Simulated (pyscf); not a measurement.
Thermochemistry of product channels of C⁻≡N⁺–CH₃ (SMILES [C-]#[N+]C) on the singlet surface, in kJ/mol, from CCSD(T)/def2-TZVPP + ΔMP2(QZVPP) energies (ideal gas, 1 atm, RRHO with modes under 100 cm⁻¹ raised to 100, one conformer, R ln 2 for rigid chiral ones). PySCF, gas phase, ωB97X-D3(BJ)/def2-SVP geometries. MP2 and CC: frozen core, UHF for open shells. ΔMP2 is the change of the MP2 total energy from the triple- to the quadruple-zeta basis.

```json
[
 {"products": "H₂C=C=NH (SMILES C=C=N)", "ΔE": "+16.4", "ΔH(298 K)": "+11.9", "ΔG(600 K)": "+8.5", "ΔG(900 K)": "+5.8"},
 {"products": "C₂H₃N (SMILES C1=NC1)", "ΔE": "+100.1", "ΔH(298 K)": "+98.6", "ΔG(600 K)": "+99.1", "ΔG(900 K)": "+99.8"},
 {"products": "[HC–N=CH₂] (SMILES [CH]N=C) [singlet]", "ΔE": "…", "ΔH(298 K)": "+136.6", "ΔG(600 K)": "+133.3", "ΔG(900 K)": "…"}
]
```

Task: Some entries are withheld; supply them.

Result: 
- [HC–N=CH₂] (SMILES [CH]N=C) [singlet], ΔE: +142.9
- [HC–N=CH₂] (SMILES [CH]N=C) [singlet], ΔG(900 K): +130.8

These are energies of the channels, which say nothing of barriers. C⁻≡N⁺–CH₃ lies 94.2 kJ/mol over its isomer H₃C–C≡N, and others may lie lower still (electronic energy, ωB97M-D3(BJ)). H₂C=C=NH lies 108.6 kJ/mol over its isomer H₃C–C≡N, and others may lie lower still (electronic energy, ωB97M-D3(BJ)). The CCSD(T) − MP2 part came from Ansatz, without density fitting, on the same reference.
